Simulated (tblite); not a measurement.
Compound: CH₅Si (doublet state).
SMILES: `C[SiH2]`

Computed values, GFN2-xTB/tblite, gas phase, harmonic and unscaled. Errors from tens to a few hundred cm⁻¹ against measured bands are possible. Modes of hydrogen on silicon can be 10 to 20 % off. Open shells enter through the occupations alone, without spin polarisation, and single modes of such species can be off by tens of per cent.

Harmonic wavenumbers (cm⁻¹): 148.3, 486.8, 504.3, 739.1, 772.3, 834.4, 838.1, 1370.3, 1490.5, 1490.8, 2289.8, 2304.3, 2987.5, 3033.7, 3036.0.

A = 75943, B = 11578, C = 10972 MHz; mass 45.016 u (most abundant isotopes); point group Cs, symmetry number 1; spin multiplicity 2.

Question: What is the zero-point energy?

Answer: ½Σν̃ = 11163 cm⁻¹ = 31.92 kcal/mol.

Question: What is S at 400 K and 1 bar for an ideal gas of classical rigid rotors and harmonic oscillators?

Answer: Translation 38.82, rotation 21.91, vibration 7.50, spin (R ln 2) 1.38: S = 69.6 cal/(mol K).

Question: And Cp and H(400 K) − H(0)?

Answer: Cp = 18.13 cal/(mol K), of which vibrations give 10.18 (their classical limit is 15 R = 29.8); H(400 K) − H(0) = 4.98 kcal/mol without the zero-point energy, 1.80 from vibrations.

Question: What must be added to the electronic energy to get the Gibbs energy at 400 K and 1 bar?

Answer: ZPE + [H(400 K) − H(0)] − T·S = 31.92 + 4.98 − 27.85 = 9.05 kcal/mol.

Question: Which modes carry the vibrational entropy at 400 K?

Answer: 148.3 cm⁻¹: 3.26; 486.8 cm⁻¹: 1.11; 504.3 cm⁻¹: 1.06; 739.1 cm⁻¹: 0.54; 772.3 cm⁻¹: 0.49; 834.4 cm⁻¹: 0.41 cal/(mol K); the other 9 give 0.62 together.

Hindered rotation and anharmonicity are outside this model.

Time: under 0.1 s wall. Hardware: Arm Neoverse V2, one thread (shared host). The figure is for the frequency step alone.
